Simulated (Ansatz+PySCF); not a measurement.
# singlet LiH₂O(+): levels of theory in one basis

```xyz
4

Li   -0.0052    0.0038   -1.4810
O    -0.0044   -0.0077    0.3331
H     0.0055    0.7764    0.9164
H     0.0024   -0.7586    0.9184
```

Basis set: def2-SVP (spherical functions). Left uncorrelated: 1 orbital. Charge 1, multiplicity 1.

Computed with Ansatz (development build ahead of 0.2.0); each method stands on the lowest determinant of its kind that the runs found.

```
     method  E − E(RHF) (eV)  <S²> of the determinant
        RHF             0.00                     0.00
   RHF-CCSD            -5.81                        –
RHF-CCSD(T)            -5.89                        –
```

Problem. What does RHF-MP2 give on the same scale?

Solution. -5.57 eV.

Problem. Is a single determinant a sound starting point here?

Solution. By this sign, yes. Unrestricted orbitals gain 0.00 eV and <S²> is 0.00 against 0.00 for a pure state.
